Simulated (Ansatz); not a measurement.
## CH3N, SMILES C=N: the interaction energy of a dimer with the counterpoise correction, step by step

With Ansatz's Python interface.

Notebook, run cell by cell (the value of a cell's last expression is shown):

**Cell 1**
```python
import ansatz as az

FIRST = [
    ("C", (-0.0498, -0.3886, 0.0421)),
    ("N", (0.6004, 0.6452, -0.218)),
    ("H", (-1.1003, -0.4394, 0.349)),
    ("H", (0.463, -1.3396, -0.0398)),
    ("H", (0.0868, 1.5224, -0.1334)),
]
SECOND = [
    ("C", (2.4846, -2.7143, 1.8277)),
    ("N", (1.9386, -2.9408, 2.9275)),
    ("H", (3.5421, -2.4825, 1.6591)),
    ("H", (1.8629, -2.7471, 0.9408)),
    ("H", (2.5529, -2.9045, 3.741)),
]
```

**Cell 2**
```python
def energy(atoms, ghosts=()):
    molecule = az.Crystal.molecule()
    for symbol, xyz in atoms:
        molecule = molecule.atom(symbol, xyz)
    calc = (
        molecule.calculation()
        .basis(gaussian="def2-SVPD")
        .correlation("mp2")
    )
    deck = calc.input()
    if ghosts:
        deck = deck.set(az.key.basis.gaussian.ghost_atoms, [{"symbol": s, "position_ang": list(xyz)} for s, xyz in ghosts])
    return az.Session.from_dict(deck).plan().execute().report["free_energy_ev"]
```

**Cell 3**
```python
# monomers in their own basis and in the basis of the dimer
both = energy(FIRST + SECOND)
alone = energy(FIRST) + energy(SECOND)
ghosted = energy(FIRST, SECOND) + energy(SECOND, FIRST)
print(f"dimer {both:.6f} eV")
print(f"interaction, uncorrected   {23.060548 * (both - alone):8.3f} kcal/mol")
print(f"interaction, counterpoise  {23.060548 * (both - ghosted):8.3f} kcal/mol")
print(f"basis-set superposition    {23.060548 * (alone - ghosted):8.3f} kcal/mol")
```
Output:
```text
dimer -5131.059217 eV
interaction, uncorrected     -1.246 kcal/mol
interaction, counterpoise    -0.419 kcal/mol
basis-set superposition       0.827 kcal/mol
```

Uncorrected it is -1.246 kcal/mol, with the counterpoise correction -0.419 kcal/mol; the difference, 0.83 kcal/mol, is the superposition error.

What to keep in mind:
- Total energies depend on the basis set; only differences at equal settings carry meaning.
- The dimer is a generated trial pose of unrelaxed monomers, not a minimum, so the figure is no binding energy, and the basis set is small.
- Wall time of the script: 6.6 s on 1 thread of Arm Neoverse V1, with other jobs on the host, peak memory 0.27 GiB.

(Lines on the test bed's own set-up are left out of the output.)
